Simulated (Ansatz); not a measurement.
Reaction: CH5N (methanamine, SMILES CN) → CH5N+ (parent SMILES NC, doublet) + e-
Each species at its own B3LYP-D3(BJ)/def2-TZVP minimum (Ansatz, a quantum-chemistry and plane-wave program).

Total energies in hartree (Ansatz). Radicals and triplets start from unrestricted determinants; spin-orbit coupling is neglected. Correlated methods leave the cores frozen. No relativity. The spin of CH5N+ (parent SMILES CN, doublet) was assumed, and the state is the lowest solution found for it.

```tsv
species	HF/cc-pVTZ	CCSD(T)/cc-pVTZ	HF/cc-pVQZ	CCSD(T)/cc-pVQZ	CCSD(T)/cc-pVDZ	CCSDT(Q)/cc-pVDZ
1: CH5N (SMILES CN)	-95.25314	-95.69657	-95.26063	-95.72773	-95.58581	-95.58689
2: CH5N+ (parent SMILES NC, doublet)	-94.97177	-95.36766	-94.97822	-95.39485	-95.26979	-95.27094
```

Task: Work out the adiabatic ionisation energy (electronic) in eV: take Hartree-Fock from cc-pVQZ, extrapolate the CCSD(T) correlation energy as X^-3 (X = 3, 4), and add CCSDT(Q) - CCSD(T) in cc-pVDZ. 1 hartree = 27.211 eV.

Result: 
Species 1: correlation (64·(-0.46710) - 27·(-0.44343))/37 = -0.48437; step -0.00108; E1 = -95.26063 + (-0.48437) + (-0.00108) = -95.74608
Species 2: correlation (64·(-0.41663) - 27·(-0.39589))/37 = -0.43176; step -0.00115; E2 = -94.97822 + (-0.43176) + (-0.00115) = -95.41113
-1·E1 +1·E2 = 0.33495 hartree = 9.11 eV.
